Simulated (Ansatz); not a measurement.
A nudged elastic band was laid between two geometries of FH₃Si (5 atoms, charge 0, multiplicity 1).

Computed with Ansatz 0.2.0, RKS PBE0-D4/def2-SVPD.

* movable images: 7
* climbing image: yes
* spring: 5.0 eV/Å²
* optimiser: quadratic models (default)
* start path: through a guess of the saddle point
* force threshold: 0.03 eV/Å
* iteration limit: 60
* end points: relaxed

Initial state:

```xyz
5
Properties=species:S:1:pos:R:3
Si 0.246 0.000 0.119
F 0.315 0.000 1.759
H 1.642 0.000 -0.392
H -0.480 1.227 -0.303
H -0.480 -1.227 -0.303
```

Final state:

```xyz
5
Properties=species:S:1:pos:R:3
Si -0.056 0.000 -0.785
F 1.128 0.000 1.166
H 2.002 0.000 0.855
H -0.916 1.108 -0.178
H -0.916 -1.108 -0.178
```

(1) Which bonds break or form, and what moves?

(2) What energy profile does the band end with?

(3) What is the geometry of the highest image?

Answers

(1) Bonds broken: Si1–F2, Si1–H3. Bonds formed: F2–H3. FH3Si becomes FH + H2Si.

(2) The forces met the threshold. The highest image is number 5 of 0 to 8, 345.6 kJ/mol above the first end and 35.5 kJ/mol above the last; the last end lies 310.1 kJ/mol above the first. Neighbouring images differ by up to 1.3 eV, so the band resolves the path poorly. A vibrational analysis at the climbing image gives one clearly imaginary mode, 1228i cm⁻¹: a first-order saddle point. The orbitals stay closed-shell, which can raise the energy where a bond breaks towards radicals; this wasn't checked here.

```csv
image,path coordinate (Å),energy (kJ/mol),Si1–F2 (Å),Si1–H3 (Å),F2–H3 (Å)
0,0.00,0.0,1.64,1.49,2.53
1,0.27,14.8,1.64,1.48,2.30
2,0.55,67.4,1.66,1.48,2.01
3,0.82,167.8,1.73,1.49,1.71
4,1.09,290.2,1.86,1.55,1.43
5,1.37,345.6,2.00,1.68,1.15
6,1.64,324.9,2.17,1.96,0.97
7,1.92,313.6,2.25,2.30,0.94
8,2.20,310.1,2.28,2.63,0.93
```

(3) 
```xyz
5
Properties=species:S:1:pos:R:3:forces:R:3
Si 0.179 0.000 -0.409 0.00 0.00 0.00
F 0.971 0.000 1.427 0.00 0.00 0.00
H 1.610 0.000 0.475 0.00 0.00 0.00
H -0.759 1.171 -0.307 0.00 0.00 0.00
H -0.759 -1.171 -0.307 0.00 0.00 0.00
```

Time of the run: 68 s on 1 thread of Arm Neoverse V1, with other jobs on the host, peak memory 0.12 GiB.
